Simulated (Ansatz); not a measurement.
# CH5AlMg (SMILES [MgH][CH2][AlH2]): a relaxed scan of the bond length C2–Al3

How does the energy rise as the bond length C2–Al3 leaves its equilibrium value, and do density functionals follow CCSD(T)? At each value the rest of the molecule is relaxed at PBE0-D4 with the distance held.

The runs use Ansatz 0.2.0, Gaussian basis; single points in def2-TZVPP.

Levels: PBE-D4, r2SCAN-D4, PBE0-D4, B3LYP-D4, wB97M-V, Hartree-Fock, MP2, CCSD, CCSD(T). The scan takes 1.563, 1.643, 1.761, 1.898, 2.050, 2.214, 2.389, 2.572, 2.763 Å.

Correlated methods freeze the cores. The outer core shell of Li, Na, Mg and K is correlated. B3LYP uses VWN-RPA correlation.

35 further runs of the same task are left out: 35 set aside as unsound or not needed.

## Step 1: The system as given

The minimum, relaxed at PBE0-D4: SMILES `[MgH][CH2][AlH2]`, 8 atoms, charge 0, spin multiplicity 1.

Atoms are counted from 1 here; the program's logs count them from 0.

Bond lengths: Mg1–C2 2.087 Å, Mg1–H4 1.704 Å, C2–Al3 1.906 Å, C2–H5 1.098 Å, C2–H6 1.098 Å, Al3–H7 1.594 Å, Al3–H8 1.594 Å. Angles: C2–Mg1–H4 178.1°, Mg1–C2–Al3 115.9°, Mg1–C2–H5 102.4°, Mg1–C2–H6 102.4°, Al3–C2–H5 113.0°, Al3–C2–H6 113.0°, H5–C2–H6 109.1°, C2–Al3–H7 120.5°, C2–Al3–H8 120.5°, H7–Al3–H8 118.7°.

As a file:

```xyz
8

Mg   -1.5848    0.8099   -0.7160
C     0.1790    0.6074    0.3806
Al    1.0534   -1.0802    0.2437
H    -3.0296    1.0269   -1.5925
H    -0.1505    0.8388    1.4020
H     0.7883    1.4386    0.0022
H     2.0914   -1.3607   -0.9336
H     0.6527   -2.2806    1.2135
```

Energies of the minimum (eV), from earlier single points: PBE-D4 -13150.75481, r2SCAN-D4 -13157.36303, PBE0-D4 -13152.16306, B3LYP-D4 -13161.29606, wB97M-V -13157.88661, CCSD(T) -13138.14244.

At the minimum the bond length C2–Al3 is 1.906 Å.

## Step 2: C2–Al3 = 1.563 Å

The input, relax/in.yaml:

```yaml
crystal:
  periodic: [false, false, false]
  atoms:
    - {symbol: Mg, position_ang: [-1.584845, 0.809884, -0.716029]}
    - {symbol: C, position_ang: [0.179045, 0.607411, 0.380619]}
    - {symbol: Al, position_ang: [0.896236, -0.776786, 0.268348]}
    - {symbol: H, position_ang: [-3.029551, 1.026879, -1.592472]}
    - {symbol: H, position_ang: [-0.150499, 0.838751, 1.402007]}
    - {symbol: H, position_ang: [0.788312, 1.438648, 0.002178]}
    - {symbol: H, position_ang: [1.934158, -1.057321, -0.908981]}
    - {symbol: H, position_ang: [0.495506, -1.977203, 1.238160]}
basis:
  gaussian: {orbitals: def2-TZVP}
hamiltonian: {xc: pbe0, dispersion: d4}
relax: {f_tol: 0.005, max_steps: 200, constraints: [{distance: [1, 2]}]}
```

The command line of these runs was not kept.

After this run come: C2–Al3 = 1.643 Å; C2–Al3 = 1.761 Å; C2–Al3 = 1.898 Å; C2–Al3 = 2.050 Å; C2–Al3 = 2.214 Å; C2–Al3 = 2.389 Å; C2–Al3 = 2.572 Å; C2–Al3 = 2.763 Å.

Q: Predict the outcome of this session. Wanted: highest point, CCSD(T); lowest point, CCSD(T); minimum along the scan, CCSD(T); RMS deviation from CCSD(T); largest T1 diagnostic.

The runs gave:

| quantity | value |
| --- | --- |
| highest point, CCSD(T) | 1.882 eV at 2.763 Å |
| lowest point, CCSD(T) | 0.000 eV at 1.906 Å |
| minimum along the scan, CCSD(T) | 1.909 Å |
| curvature there | 16.7 eV/Å² |
| RMS deviation from CCSD(T) | PBE-D4 0.065, r2SCAN-D4 0.042, PBE0-D4 0.041, B3LYP-D4 0.040, wB97M-V 0.072, Hartree-Fock 0.059, MP2 0.051, CCSD 0.022 eV |
| largest T1 diagnostic | 0.014 |

**Reading.** A polynomial through the near points puts the CCSD(T) minimum 0.003 Å above the PBE0-D4 value. The third derivative is negative, the usual anharmonicity of a bond. Curvature against CCSD(T): PBE-D4 -5 %, Hartree-Fock +4 %. Best along the scan: CCSD. Worst: wB97M-V. The restricted Hartree–Fock reference is unstable towards an unrestricted one at one or more of these structures.
